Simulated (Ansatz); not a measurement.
Ansatz (an electronic-structure program) input:
A basis named .json is the Basis Set Exchange file of that set.

Ansatz 0.2 input:
```yaml
crystal:
  periodic: [false, false, false]
  atoms:
    - {symbol: S, position_ang: [0.00184013, 0.00030176, 0.10309296]}
    - {symbol: H, position_ang: [-0.00752722, 0.96781232, -0.82771199]}
    - {symbol: H, position_ang: [-0.02191490, -0.97264043, -0.82177540]}
basis:
  gaussian:
    orbitals: aug-cc-pV_D+d_Z.json
magnetization: {spin_polarized: false}
correlation: {method: ccsd_t, electrons: outside_noble_gas}
output: {forces: true}
```

Q: Which total energy does the run end on?

A: -398.88790 Eh (CCSD(T)/aug-cc-pV(D+d)Z). The basis has 50 functions.
